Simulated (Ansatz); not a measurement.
One stationary structure of HfN. Level of theory: r2SCAN (plane waves to 500 eV, PAW, scalar-relativistic; Ansatz, an electronic-structure program).

```xyz
2
Lattice="0.0000 2.2629 2.2629 2.2629 0.0000 2.2629 2.2629 2.2629 0.0000" Properties=species:S:1:pos:R:3 pbc="T T T"
Hf     2.2629     2.2629     2.2629
N      0.0000     0.0000     0.0000
```

Q: Find the space group and the Wyckoff positions (tolerance 0.01 Å).

A: Space group Fm-3m (No. 225); a = b = c = 4.526 Å, α = β = γ = 90.00°

| atom | site | symmetry | x | y | z |
|---|---|---|---|---|---|
| Hf | 4b | m-3m | 0.5000 | 0.5000 | 0.5000 |
| N | 4a | m-3m | 0.0000 | 0.0000 | 0.0000 |

This is the rock salt type.

Q: Give the shortest distances between elements (the closest pairs, up to four, under 3.6 Å).

A: Hf–N 2.26 Å; Hf–Hf 3.20 Å; N–N 3.20 Å.

The volume per atom is 11.59 Å³ and the band gap is no gap (metallic).

No spin polarisation in the result. The relaxed primitive cell holds an odd number of electrons. A magnetic state may lie lower.

Measured for HfN: a 4.519 Å (0 K or low temperature; as listed in Guo-Xu Zhang et al., New Journal of Physics (2018)). Computed minus measured — a: r2SCAN +0.2 %. The computed values are for a static lattice.

The run could not lose the symmetry of its start; a randomly shaken copy of 4 atoms returns to this structure.
